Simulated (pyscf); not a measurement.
Structures and frequencies: ωB97X-D3(BJ)/def2-SVP in PySCF. Correlated levels are frozen-core, on RHF or UHF. ΔMP2 is the change of the MP2 total energy from the triple- to the quadruple-zeta basis. Singlets are restricted, triplets unrestricted.

Singlet (Å):
```xyz
5

C     -0.5108     0.6147     0.9591
C     -1.2637    -0.1515     0.1998
O     -1.3107    -1.3771    -0.3546
H     -2.1295     0.5189    -0.0060
H     -0.5155    -1.8653    -0.1064
```

Triplet (Å):
```xyz
5

C     -0.3093     0.4141     0.9908
C     -1.3469    -0.0867     0.1791
O     -1.3105    -1.3116    -0.3274
H     -2.2653     0.4447    -0.1195
H     -0.4768    -1.7208    -0.0247
```

Question: For these two minima of :C=CH–OH, which spin state lies lower at CCSD(T)/def2-TZVPP + ΔMP2(QZVPP), and by how much (electronic energies)?

Answer: The singlet, by 26.6 kcal/mol. Zero-point energy shifts E(triplet) − E(singlet) by +0.9 kcal/mol. :C=CH–OH [singlet] lies 84.0 kcal/mol over its isomer H₂C=C=O, and others may lie lower still (electronic energy, ωB97M-D3(BJ)). 

E(triplet) − E(singlet) by level (kcal/mol):

```tsv
level	gap
ωB97X-D3(BJ)/def2-TZVP	+22.7
PBE/def2-TZVP	+19.9
r²SCAN/def2-TZVP	+16.6
B3LYP-D3(BJ)/def2-TZVP	+21.2
PBE0-D3(BJ)/def2-TZVP	+18.9
M06-2X/def2-TZVP	+21.8
ωB97M-D3(BJ)/def2-TZVP	+23.7
HF/def2-TZVP	+7.5
MP2/def2-QZVPP	+27.0
CCSD/def2-TZVPP	+24.2
CCSD(T)/def2-TZVPP	+25.6
CCSD(T)/def2-TZVPP + ΔMP2(QZVPP)	+26.6
```

The triplet is the lowest one reached from the SCF start used. The CCSD(T) − MP2 part came from Ansatz, without density fitting, on the same reference.
